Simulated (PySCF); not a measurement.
## Oxygen: a sound run and one with changed settings

Sound run: O [He] 2s2 2p4, O+ [He] 2s2 2p3. Calculation: PySCF 2.14, in cc-pVDZ-DK (3s2p1d, 14 functions); the spin-free X2C one-electron Hamiltonian (Gaussian nucleus). The sound run starts from symmetry-adapted Hartree-Fock orbitals and uses a fine grid where one is needed.

Changed run: 14 angular points. This setting is unsound on purpose.

| species | method | sound run (hartree) | changed run (hartree) | converged |
| --- | --- | --- | --- | --- |
| O | UHF | -74.84416 | -74.84416 | yes |
| O | M06-2X | -75.09593 | -75.09797 | yes |
| O | BP86 | -75.11168 | -75.11128 | yes |
| O+ | UHF | -74.40485 | -74.40485 | yes |
| O+ | M06-2X | -74.59945 | -74.59945 | yes |
| O+ | BP86 | -74.59792 | -74.59792 | yes |

Ionisation energy of O:

| method | sound run (eV) | changed run (eV) |
| --- | --- | --- |
| UHF | 11.954 | 11.954 |
| M06-2X | 13.510 | 13.565 |
| BP86 | 13.980 | 13.969 |

A coarse angular grid integrates products of high-l functions wrongly, so density functionals can shift, and the SCF can exploit the error; Hartree-Fock and MP2 need no grid.

For comparison, NIST gives 13.618 eV between the lowest levels.
